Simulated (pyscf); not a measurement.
Optimised with ωB97X-D3(BJ)/def2-SVP in PySCF. Correlated levels are frozen-core, on RHF or UHF. ΔMP2 is the change of the MP2 total energy from the triple- to the quadruple-zeta basis.

**Question.** Estimate the classical barrier height and the reaction energy of chloromethane (H₃C–Cl) + Cl atom (Cl•) → •H₂C–Cl + hydrogen chloride (HCl) at CCSD(T)/def2-TZVPP + ΔMP2(QZVPP). The step runs on the doublet surface, breaks C–H and forms Cl–H; take the separated reactants as zero.

**Answer.** ΔE‡ = 5.4 kcal/mol, ΔE = +0.4 kcal/mol. Zero-point energy shifts the barrier by -4.5 kcal/mol. It is a hydrogen abstraction, with an imaginary mode of 1191i cm⁻¹. This is the saddle that the search found; another between the same sides may lie lower. The angle at the transferred H is 174°. The CCSD(T) − MP2 part came from Ansatz, without density fitting, on the same reference. Left out: the spin-orbit lowering of Cl.
